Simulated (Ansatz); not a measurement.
This geometry of C₃H₅N (9 atoms, charge 0, multiplicity 1) is a first-order saddle point.

All numbers below come from RKS B3LYP-D4/STO-3G in Ansatz.

```xyz
9
Properties=species:S:1:pos:R:3
C -0.278 1.527 -0.796
C 0.147 0.244 -0.808
N 0.144 -0.632 0.264
C 0.143 -1.435 1.239
H -0.225 2.120 -1.710
H -0.677 2.000 0.104
H 0.550 -0.227 -1.722
H -0.721 -2.107 1.470
H 1.007 -1.538 1.942
```

Question: Which two structures does it join? (They come from a converged band through this point; their orientation in space is the band's.)

Answer: No bond is made or broken. The dihedral C2–N3–C4–H8 changes from -180 to 0° by way of a nearly straight angle C2–N3–C4 (up to 180°), not by a turn about the bond. The two ends are copies of one structure, up to a mirror image or an exchange of like atoms.

First end point:

```xyz
9
Properties=species:S:1:pos:R:3
C -0.269 1.511 -0.876
C 0.153 0.316 -0.431
N -0.454 -0.277 0.780
C 0.064 -1.448 1.086
H 0.162 1.975 -1.771
H -1.062 2.060 -0.354
H 0.952 -0.248 -0.948
H -0.323 -1.974 1.976
H 0.867 -1.961 0.519
```

Last end point:

```xyz
9
Properties=species:S:1:pos:R:3
C -0.269 1.511 -0.876
C 0.153 0.316 -0.432
N -0.457 -0.279 0.777
C 0.063 -1.448 1.086
H 0.164 1.977 -1.769
H -1.063 2.059 -0.354
H 0.952 -0.248 -0.948
H 0.871 -1.960 0.523
H -0.326 -1.974 1.975
```

Question: How far does it lie above each of them?

Answer: 25.5 kcal/mol above the first and 25.5 kcal/mol above the second. This is the barrier of this one path; another mechanism may lie lower. Limits of this set-up: minimal basis.

The run took 3.8 min on 1 thread of Intel(R) Xeon(R) Processor @ 2.70GHz (shared host), peak memory 0.099 GiB.
